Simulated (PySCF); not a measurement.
Chloromethane, SMILES ClC, PBE0/def2-SVP optimised geometry.

```
5

C     -0.36    -0.25     0.00
Cl    -0.94    -1.08     1.46
H     -0.73     0.78     0.00
H      0.73    -0.25     0.00
H     -0.73    -0.78    -0.89
```

Density from PBE0/def2-TZVP in PySCF at that geometry.

Minimum of the electron density along straight lines between bonded atoms, close to the bond critical point (lines longer than 1.1 times the sum of covalent radii, or with two minima, are not listed):

```csv
bond,length / Å,ρ at the minimum / e bohr⁻³,∇²ρ there / e bohr⁻⁵,position (fraction from the first atom)
C1–Cl2,1.775,0.187,-0.26,0.42
C1–H3,1.097,0.279,-0.97,0.65
C1–H4,1.097,0.279,-0.97,0.65
C1–H5,1.097,0.279,-0.97,0.65
```
